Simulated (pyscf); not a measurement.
HO–Sc(OH)–OH + H₂C=CH₂ → H₃C–CH₂–O–Sc(OH)–OH (addition across a multiple bond or ene-type step; singlet surface; H–O broken, C–O, C–H formed). Structures and frequencies: ωB97X-D3(BJ)/def2-SVP in PySCF. Energies in eV from the separated reactants.

| level | barrier | reaction energy |
|---|---|---|
| PBE/def2-TZVP | 1.97 | -0.82 |
| r²SCAN/def2-TZVP | 2.10 | -0.87 |
| B3LYP-D3(BJ)/def2-TZVP | 2.28 | -0.78 |
| PBE0-D3(BJ)/def2-TZVP | 2.11 | -0.97 |
| ωB97M-D3(BJ)/def2-TZVP | [?] | [?] |
| HF/def2-TZVP | [?] | -0.62 |

Question: What belongs in the gaps?

Answer: 
- ωB97M-D3(BJ)/def2-TZVP, barrier: 2.32
- ωB97M-D3(BJ)/def2-TZVP, reaction energy: -0.77
- HF/def2-TZVP, barrier: 3.21

The functionals in the table span 0.35 eV in this barrier, from PBE to ωB97M-D3(BJ). One saddle was located; it need not be the lowest between these sides.
